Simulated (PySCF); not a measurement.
A GIAO shielding run with PySCF 2.14.0 with density-fitted response routines (density fitting, non-relativistic, gas phase) on SMILES C#C[C@@H](C)CF, C₅H₇F:

```
$ OMP_NUM_THREADS=1 python probes_run.py task.json out

{"job": {"kind": "nmr", "xc": "OPBE", "basis": "pcSseg-1", "pop": false}, "charge": 0, "multiplicity": 1}
C      2.436521    -0.536701     0.481755
C      1.314635    -0.360305     0.061208
C     -0.046363    -0.132659    -0.417781
C     -1.077333    -0.960590     0.349732
C     -0.366505     1.358602    -0.356045
F     -1.612567     1.585272    -0.882186
H      3.433516    -0.699229     0.847991
H     -0.083914    -0.421958    -1.483967
H     -0.882227    -2.035796     0.235065
H     -1.046283    -0.719254     1.423150
H     -2.084689    -0.740411    -0.029696
H     -0.352748     1.708064     0.690864
H      0.374819     1.937448    -0.930886
```

Hardware: 1 thread of an Arm Neoverse V1, shared host.

(1) How large is the calculation?

(2) How long does it take, and how much memory does it need?

(3) And these other runs on the same molecule and hardware: GIAO shielding at B3LYP/pcSseg-1; GIAO shielding at B97-D/pcSseg-1; GIAO shielding at BLYP/pcSseg-1; GIAO shielding at BP86/pcSseg-1; GIAO shielding at HF/pcSseg-1; GIAO shielding at KT2/pcSseg-1?

Answers

(1) 46 electrons, 137 basis functions and 706 auxiliary functions.

(2) 17 s of wall time, with 16 SCF cycles; peak memory 0.68 GiB. Times on a shared host scatter by some tens of per cent.

(3) B3LYP/pcSseg-1: 137 functions, 9.5 s; B97-D/pcSseg-1: 137 functions, 16 s; BLYP/pcSseg-1: 137 functions, 16 s; BP86/pcSseg-1: 137 functions, 16 s; HF/pcSseg-1: 137 functions, 4.6 s; KT2/pcSseg-1: 137 functions, 17 s.
